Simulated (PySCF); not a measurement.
## Si: ionisation energy

Si [Ne] 3s2 3p2 (3P) → Si⁺ [Ne] 3s2 3p1 (2P), as a difference of total energies. All numbers are calculated (PySCF 2.14, the spin-free X2C one-electron Hamiltonian (Gaussian nucleus), in aug-cc-pVDZ-DK (5s4p2d, 27 functions)). Correlated levels: valence: [Ne] frozen. The calculations carry no spin-orbit coupling.

```json
{"method": "UHF", "ionisation energy (eV)": "7.640", "error (eV)": "-0.517"}
{"method": "LDA", "ionisation energy (eV)": "8.234", "error (eV)": "+0.077"}
{"method": "TPSS", "ionisation energy (eV)": "8.207", "error (eV)": "+0.050"}
{"method": "MP2 (valence)", "ionisation energy (eV)": "7.952", "error (eV)": "-0.205"}
{"method": "SCS-MP2 (valence)", "ionisation energy (eV)": "7.873", "error (eV)": "-0.284"}
{"method": "CCSD (valence)", "ionisation energy (eV)": "7.981", "error (eV)": "-0.176"}
{"method": "CCSD(T) (valence)", "ionisation energy (eV)": "7.998", "error (eV)": "-0.159"}
```

Reference: 8.157 eV (measured; NIST levels, between the centres of gravity of the two terms).

Errors of the correlated levels include the incompleteness of this basis and the frozen core.
